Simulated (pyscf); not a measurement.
Optimised with ωB97X-D3(BJ)/def2-SVP in PySCF.

Q: For H₂N–Ti(Cl)(Cl)–Cl + HO–SiH₃ → NH₃ + H₃Si–O–Ti(Cl)(Cl)–Cl, a four-centre exchange (singlet surface; N–Ti, H–O broken, H–N, O–Ti formed), PBE/def2-TZVP gives ΔE‡ = 0.7 kcal/mol and ΔE = -19.2 kcal/mol (zero: the separated reactants). In which direction and how far do B3LYP-D3(BJ)/def2-TZVP, M06-2X/def2-TZVP, ωB97M-D3(BJ)/def2-TZVP move these?

A: B3LYP-D3(BJ): ΔE‡ = -1.3 kcal/mol, ΔE = -20.7 kcal/mol; M06-2X: ΔE‡ = -1.7 kcal/mol, ΔE = -18.4 kcal/mol; ωB97M-D3(BJ): ΔE‡ = 1.0 kcal/mol, ΔE = -19.1 kcal/mol. PBE's barrier matches one of them and lies within 2.4 kcal/mol of the others. Its reaction energy lies among theirs. On the reactant side the descent ends in an adduct with a O–Ti contact, 14.2 kcal/mol under the separated species and 11.8 kcal/mol under the saddle at ωB97X-D3(BJ)/def2-TZVP. On the product side the descent ends in an adduct with a N–Ti contact, 20.4 kcal/mol under the separated species and 38.2 kcal/mol under the saddle at ωB97X-D3(BJ)/def2-TZVP. At B3LYP-D3(BJ), M06-2X the saddle lies under the separated reactants, which points to a path from their complex (located at ωB97X-D3(BJ) alone). What is counted as formed (O–Ti) is already present as a longer contact in the reactant adduct; forming that adduct is a step of its own. What is counted as broken (N–Ti) persists as a longer contact in the product adduct; parting that adduct is a step of its own. At ωB97X-D3(BJ)/def2-TZVP the barrier from the zero used here is -2.4 kcal/mol. This is the saddle that the search found; another between the same sides may lie lower.
